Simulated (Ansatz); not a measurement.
[NH2···H···H], doublet in 6-31G: errors against full CI

Geometry: a point of a hydrogen-transfer path between rigid fragments, not a stationary point.

```csv
atom,x (Å),y (Å),z (Å)
N,-0.1620,-0.0316,-0.0492
H,-0.4593,0.9362,-0.0492
H,-0.4593,-0.4339,0.8311
H,1.0680,-0.0316,-0.0492
H,2.1020,-0.0316,-0.0492
```

Basis 6-31G; Ansatz 0.2.0. Only valence electrons are correlated (noble-gas cores frozen), which leaves 9 electrons in 16 orbitals. R marks a restricted (for open shells ROHF) determinant, U an unrestricted one. Active spaces: pair = (3e, 3o) about the gap; valence = (9e, 8o) chosen from the atoms' valence shells.

Full CI is exact within this basis and frozen core; it isn't the basis-set limit. The frozen core follows each run's orbitals, which can shift R against U totals by a few meV.

For open shells CISD and CISDTQ are restricted-active-space CI with the open shells as a complete middle space.

The UHF ⟨S²⟩ is 0.797, the T1 diagnostic (RCCSD) is 0.0357 and the largest doubles amplitude (RCCSD) is 0.054. The T1 diagnostic (UCCSD) is 0.0179.

| level | E − E(RHF) (eV) |
| --- | --- |
| UHF | -0.3059 |
| RMP2 | -3.5947 |
| UMP2 | -3.5433 |
| RCCSD | -4.0504 |
| UCCSD | -4.0587 |
| RCCSD(T) | -4.1122 |
| UCCSD(T) | -4.1132 |

Estimate how far full CI in 6-31G lies from RCCSD(T). The table doesn't fix it; the size of (T) and the diagnostics are the guide.

Full CI in 6-31G lies 0.42 kcal/mol below RCCSD(T), which is 29 % of the (T) step (-1.43 kcal/mol). T1 is raised, and the rest is a large part of (T).

The other levels:

```
                   level  E − E(full CI) (kcal/mol)  share of correlation (%)  wall time
                    CISD                       6.71                     92.96     0.42 s
                 BCCD(T)                       0.40                     99.58     0.57 s
                  RCCSDT                       0.23                     99.76          –
                  UCCSDT                       0.21                     99.78          –
                  CISDTQ                       0.22                     99.77      3.3 s
               RCCSDT(Q)                       0.00                    100.00      3.1 s
               UCCSDT(Q)                       0.00                    100.00      2.8 s
                 RCCSDTQ                       0.02                     99.98       30 s
                 UCCSDTQ                       0.01                     99.99       31 s
     CASSCF (pair space)                      75.18                     21.07          –
     NEVPT2 (pair space)                       8.82                     90.74     0.21 s
     MRCISD (pair space)                       4.38                     95.40          –
   MRCISD+Q (pair space)                       1.03                     98.91     0.39 s
  CASSCF (valence space)                      38.25                     59.84          –
  NEVPT2 (valence space)                       7.19                     92.45        2 s
  MRCISD (valence space)                       1.05                     98.90          –
MRCISD+Q (valence space)                       0.14                     99.85      2.9 s
```

The correlation energy at full CI, counted from RHF, is -4.130 eV. That run took 28 s on 1 thread of AMD EPYC 7R43, shared host over 3,977,040 determinants.

Times hold each run's SCF and search for its determinant on a shared host, so for small cases they say little of a method's own cost; they ran on 1 thread of AMD EPYC 7R43.

The full-CI state has the irrep A' of Cs, in the program's axes.

Natural occupations of full CI about the gap: 1.983 1.970 1.967 1.952 1.001 0.040 0.027 0.026 0.016 0.005; effectively unpaired electrons, Σ n²(2−n)², 1.03.
